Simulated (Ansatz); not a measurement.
# CH₂Al (quartet): from Hartree-Fock to the top rungs at distance Al1–C2 = 1.702 Å, 6-31G

How much of the correlation energy of CH₂Al (quartet) does each wave-function method recover here?

Program: Ansatz 0.2.0, Gaussian basis. Level of theory: 6-31G, core rule «outside noble gas», up to 6 orbitals frozen. These are calculated values, not measurements.

To be run: UHF; CCSD(T) on ROHF; CCSD(T) on UHF; BCCD(T) on ROHF; CISD; CCSDT(Q) on ROHF; CCSDT(Q) on UHF; CASSCF and MRCISD+Q, 5 electrons in 5 orbitals; CASSCF and NEVPT2, 5 electrons in 5 orbitals; CASSCF and MRCISD+Q, 9 electrons in 10 orbitals; CASSCF and NEVPT2, 9 electrons in 10 orbitals; Full CI.

18 further runs of the same task are left out: 15 that didn't finish, 3 set aside as unsound or not needed.

## Step 1: The geometry

The geometry derives from a PBE0/def2-TZVP stationary point (not a proven minimum). One bond is set to the value named and the two fragments are kept rigid.

4 atoms, charge 0, spin multiplicity 4.

Atoms are counted from 1 here; the program's logs count them from 0.

Bond lengths: Al1–C2 1.702 Å, Al1–H3 1.580 Å, Al1–H4 1.580 Å. Angles: C2–Al1–H3 117.7°, C2–Al1–H4 117.7°, H3–Al1–H4 124.6°.

## Step 2: UHF

in.yaml

```yaml
crystal:
  periodic: [false, false, false]
  atoms:
    - {symbol: Al, position_ang: [0.000000, 0.000000, 0.462362]}
    - {symbol: C, position_ang: [0.000000, 0.000000, -1.239638]}
    - {symbol: H, position_ang: [0.000000, 1.398998, 1.197336]}
    - {symbol: H, position_ang: [0.000000, -1.398998, 1.197336]}
basis:
  gaussian: {orbitals: 6-31G}
magnetization: {spin_polarized: true, initial_magnetization: 3}
hamiltonian: {xc: hf}
output: {orbitals: {seedname: orbitals}}
```

Command:

```
ansatz run in.yaml --threads 1 --pin off --events-out ev --progress --plain --max-ram 2393MiB
```

Further steps of the session: CCSD(T) on ROHF; CCSD(T) on UHF; BCCD(T) on ROHF; CISD; CCSDT(Q) on ROHF; CCSDT(Q) on UHF; CASSCF and MRCISD+Q, 5 electrons in 5 orbitals; CASSCF and NEVPT2, 5 electrons in 5 orbitals; CASSCF and MRCISD+Q, 9 electrons in 10 orbitals; CASSCF and NEVPT2, 9 electrons in 10 orbitals; Full CI.

Q: Predict the results of all the runs planned. Wanted: FCI below the RHF energy; RMP2 from FCI; UMP2 from FCI; RCCSD from FCI; RCCSD(T) from FCI; UCCSD(T) from FCI; RCCSDT(Q) from FCI; UCCSDT(Q) from FCI; NEVPT2 pair from FCI.

As calculated:

| quantity | value |
| --- | --- |
| FCI below the RHF energy | -2.3764 eV |
| RMP2 from FCI | +65.2 kJ/mol |
| UMP2 from FCI | +63.4 kJ/mol |
| RCCSD from FCI | +5.4 kJ/mol |
| RCCSD(T) from FCI | +1.8 kJ/mol |
| UCCSD(T) from FCI | +1.7 kJ/mol |
| RCCSDT(Q) from FCI | 0.0 kJ/mol |
| UCCSDT(Q) from FCI | -0.1 kJ/mol |
| NEVPT2 pair from FCI | +61.5 kJ/mol |
| MRCISD+Q pair from FCI | +1.7 kJ/mol |
| NEVPT2 valence from FCI | +24.4 kJ/mol |
| levels within 1 kcal/mol (43 meV) | RCCSD(T), UCCSD(T), BCCD(T), RCCSDT, UCCSDT, RCCSDT(Q), UCCSDT(Q), MRCISD+Q pair, MRCISD valence, MRCISD+Q valence |
| T1 diagnostic | 0.022 |
| effectively unpaired electrons | 3.02 |

**Reading.** RCCSD(T) lands +1.8 kJ/mol from the yardstick (0.8 % of the correlation energy). One determinant dominates. Of the multireference levels listed MRCISD+Q pair comes nearest in total energy (+1.7 kJ/mol), which doesn't show that its space is the better one. These misses are within one basis, not against nature; the frozen cores of restricted and unrestricted runs differ, which can shift their rows.
